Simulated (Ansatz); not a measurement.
C₃H₆FNO (`C[C@@H]1O[C@]1(N)F`) at its PBE0-D4/def2-TZVP geometry, where that method's forces vanish. Total charge 0; spin multiplicity 1.

```xyz
12

C    -0.4921    1.4769   -0.8121
C    -0.4827    0.0529   -0.3670
O    -0.9610   -0.2139    0.9857
C     0.3600   -0.4512    0.7171
N     0.8185   -1.7584    0.9463
F     1.2377    0.4270    1.2658
H    -1.5143    1.8096   -1.0086
H     0.0798    1.5800   -1.7380
H    -0.0509    2.1239   -0.0550
H    -0.8514   -0.6777   -1.0869
H     1.7155   -1.9283    0.5129
H     0.1407   -2.4407    0.6397
```

What forces (eV/Å) does PBE-D4/def2-TZVPP give on these atoms in the Gaussian-basis code of Ansatz? (An estimate is asked.)

Computed: 
```
C1  -0.018  0.002 -0.028
C2   0.012  0.199 -0.552
O3  -0.881 -0.027  0.644
C4   0.198 -0.356 -0.207
N5   0.074 -0.139  0.348
F6   0.608  0.558  0.345
H7  -0.202  0.089 -0.052
H8   0.108  0.039 -0.191
H9   0.091  0.141  0.144
H10 -0.085 -0.161 -0.191
H11  0.304 -0.089 -0.148
H12 -0.211 -0.255 -0.112
```
